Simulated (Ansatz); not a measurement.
Solid iodine, treated with r²SCAN+SOC (PAW; Ansatz, an electronic-structure program).

Settings: plane-wave cutoff 560 eV, 8×8×4 k mesh (along the axes of the cell as run), Fermi–Dirac smearing 0.01 eV, PAW data made under PBE.

Properties against volume:

Shape and atoms are relaxed at each volume.

```tsv
V (Å³/atom)	P (GPa)	direct gap at Γ (eV)	smallest gap on the k mesh (eV)	c (Å)
42.397	0.37	1.163	0.949	9.875
43.281	0.17	1.161	0.972	9.898
44.164	0.00	1.161	0.994	9.921
45.047	-0.13	1.153	1.013	9.948
45.930	-0.24	1.148	1.031	9.971
```

The fundamental gap (0.99 eV at the equilibrium volume, with added k points) lies elsewhere than Γ–Γ.

Note: the cell comes from a level without a dispersion term, which matters for the spacing of layers, chains or molecules; the bulk modulus comes from volumes at which shape and atoms were relaxed.
